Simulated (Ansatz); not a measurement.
# CHOSi (doublet): from Hartree-Fock to the top rungs at a displaced geometry (v1), cc-pVDZ

How much of the correlation energy of CHOSi (doublet) does each wave-function method recover here?

Computed with Ansatz 0.2.0, Gaussian basis. Level: cc-pVDZ, core rule «outside noble gas», up to 7 orbitals frozen.

The runs, in order: UHF; CCSD(T) on ROHF; CCSD(T) on UHF; BCCD(T) on ROHF; CISD; CCSDT(Q) on ROHF; CCSDT(Q) on UHF; CASSCF and MRCISD+Q, 9 electrons in 9 orbitals; CASSCF and NEVPT2, 9 electrons in 9 orbitals.

25 further runs of the same task are left out: 9 that didn't finish, 16 set aside as unsound or not needed.

## 1. The system

The geometry is a PBE0/def2-TZVP stationary point (not a proven minimum) with its atoms shifted at random (size 0.040 Å).

4 atoms, charge 0, spin multiplicity 2.

Atoms are counted from 1 here; the program's logs count them from 0.

Bond lengths: O1–C2 1.154 Å, C2–Si3 1.878 Å, Si3–H4 1.465 Å. Angles: O1–C2–Si3 176.1°, C2–Si3–H4 83.9°.

## 2. UHF

Input file in.yaml:

```yaml
crystal:
  periodic: [false, false, false]
  atoms:
    - {symbol: O, position_ang: [-0.022023, -0.009388, 1.784532]}
    - {symbol: C, position_ang: [-0.022856, 0.018460, 0.630848]}
    - {symbol: Si, position_ang: [0.025108, -0.052981, -1.245197]}
    - {symbol: H, position_ang: [-0.077669, 1.405320, -1.147259]}
basis:
  gaussian: {orbitals: cc-pVDZ}
magnetization: {spin_polarized: true, initial_magnetization: 1}
hamiltonian: {xc: hf}
output: {orbitals: {seedname: orbitals}}
```

Launch:

```console
> ansatz run in.yaml --threads 1 --pin off --events-out ev --progress --plain --max-ram 2393MiB
```

The runs that follow: CCSD(T) on ROHF; CCSD(T) on UHF; BCCD(T) on ROHF; CISD; CCSDT(Q) on ROHF; CCSDT(Q) on UHF; CASSCF and MRCISD+Q, 9 electrons in 9 orbitals; CASSCF and NEVPT2, 9 electrons in 9 orbitals.

**Question.** What will the summary of the whole plan be? Wanted: UCCSDT(Q) below the RHF energy; RMP2 from UCCSDT(Q); UMP2 from UCCSDT(Q); RCCSD from UCCSDT(Q); RCCSD(T) from UCCSDT(Q); UCCSD(T) from UCCSDT(Q); RCCSDT(Q) from UCCSDT(Q); T1 diagnostic.

**Answer**, as computed:

| quantity | value |
| --- | --- |
| UCCSDT(Q) below the RHF energy | -11.5703 eV |
| RMP2 from UCCSDT(Q) | +1092.5 meV |
| UMP2 from UCCSDT(Q) | +1128.1 meV |
| RCCSD from UCCSDT(Q) | +543.2 meV |
| RCCSD(T) from UCCSDT(Q) | +80.2 meV |
| UCCSD(T) from UCCSDT(Q) | +82.8 meV |
| RCCSDT(Q) from UCCSDT(Q) | +6.2 meV |
| levels within 1 kcal/mol (43 meV) | RCCSDT(Q) |
| T1 diagnostic | 0.024 |

What this shows: RCCSD(T) lands +80.2 meV from the yardstick (0.7 % of the correlation energy). These misses are within one basis, not against nature; the frozen cores of restricted and unrestricted runs differ, which can shift their rows.
